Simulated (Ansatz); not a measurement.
# COS: the cost of one run

Program: Ansatz 0.2.0. Level of theory: the levels named in each step. These are calculated values, not measurements.

### Step 1. Starting point

Bond lengths: O1–C2 1.154 Å, C2–S3 1.539 Å. Angles: O1–C2–S3 180.0°.

As a file:

```xyz
3

O     0.0000    0.0000   -1.2822
C     0.0000    0.0000   -0.1282
S     0.0000    0.0000    1.4104
```

### Step 2. A rough first relaxation, PBE-D4/def2-SVP

This run stands in another session on the same molecule. It ended at:

```xyz
3

O     0.0000    0.0000   -1.3069
C     0.0000    0.0000   -0.1337
S     0.0000    0.0000    1.4406
```

### Step 3. Relaxation, PBE0-D4/def2-TZVPP

This run stands in another session on the same molecule. It ended at:

```xyz
3

O     0.0000    0.0000   -1.2874
C     0.0000    0.0000   -0.1351
S     0.0000    0.0000    1.4224
```

### Step 4. Relaxation, CCSD(T)/cc-pV(T+d)Z

Input file input.yaml:

```yaml
crystal:
  periodic: [false, false, false]
  atoms:
    - { symbol: O, position_ang: [0.0, 0.0, -1.28737339] }
    - { symbol: C, position_ang: [0.0, 0.0, -0.13505698] }
    - { symbol: S, position_ang: [0.0, 0.0, 1.42243038] }
basis:
  gaussian: { orbitals: "cc-pV(T+d)Z.json" }
correlation:
  method: ccsd_t
relax:
  f_tol: 0.002
  max_steps: 40
```

On the command line:

```sh
ansatz run input.yaml --threads 4 --pin off --max-ram 10240MiB --backend cpu --events-out ev --progress --plain --runs-dir out
```

Q: Estimate wall time and peak memory on 4 threads of Arm Neoverse V2, shared host.

About 23 s, with a peak of 0.54 GiB.
